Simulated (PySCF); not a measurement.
# BCl: from the state search to spectroscopic constants

An exercise on one series of results from a longer session: the logs are not shown, and one member is left open.

Method: B cc-pVDZ, Cl cc-pV(D+d)Z, no relativity; program: PySCF 2.14.0.

Set-up of the first run:

A driver script around PySCF takes these settings:

```
atoms                         : B, Cl
charge                        : 0
basis                         : B cc-pVDZ, Cl cc-pV(D+d)Z
Hamiltonian                   : no relativity
basis functions               : 37
electrons treated             : 22
masses in u                   : 11.0093, 34.9689
levels                        : PBE0, PBE, r²SCAN, BHandHLYP, M06-2X, B97-3, HF, MP2, SCS-MP2, CCSD, CCSD(T)
grid                          : 80 radial by 434 angular points
occupations                   : held fixed by the projection of orbital angular momentum
dissociation limit            : B + Cl, each in its ground configuration
starting distance in angstrom : 1.785
values of 2S to try           : 0, 2
```

Command:

```console
OMP_NUM_THREADS=1 python dia.py task.json out
```

Steps of the session up to this table: Set-up; The PBE0 curve of the state that the search chose; Excited determinants; PBE (GGA); r²SCAN (meta-GGA); BHandHLYP; M06-2X (hybrid meta-GGA); B97-3 (global hybrid GGA); RHF; MP2 and coupled cluster.

One table of the session follows, with a row left open; its other results are not shown here.

Energy (eV) from each level's lowest point:

```
R (Å)    RHF  RHF-MP2  RHF-SCS-MP2  RHF-CCSD  RHF-CCSD(T)
1.494  1.005    0.990        1.011       n/a          n/a
1.563  0.440    0.427        0.442     0.474        0.482
1.633  0.133    0.125        0.134     0.151        0.156
1.685      ?        ?            ?         ?            ?
1.737  0.000    0.000        0.000     0.000        0.000
1.789  0.034    0.039        0.034     0.027        0.024
1.859  0.147    0.160        0.150     0.134        0.128
1.945  0.363    0.388        0.370     0.345        0.335
2.050  0.686    0.728        0.700     0.667        0.652
2.189  1.162    1.232        1.191       n/a          n/a
```

Estimate the missing values for R (Å) = 1.685.

Worked estimate for «RHF». A straight line through the neighbours (1.633, 0.133) and (1.737, 0.000) gives 0.133 + (0.000 − 0.133) × (1.685 − 1.633) / (1.737 − 1.633) = 0.067; a parabola fitted to 4 rows on both sides gives 0.023.

**Answer.** RHF: 0.027; RHF-MP2: 0.022; RHF-SCS-MP2: 0.027; RHF-CCSD: 0.035; RHF-CCSD(T): 0.038. In «RHF» the line misses by +0.040 and the parabola by -0.004.
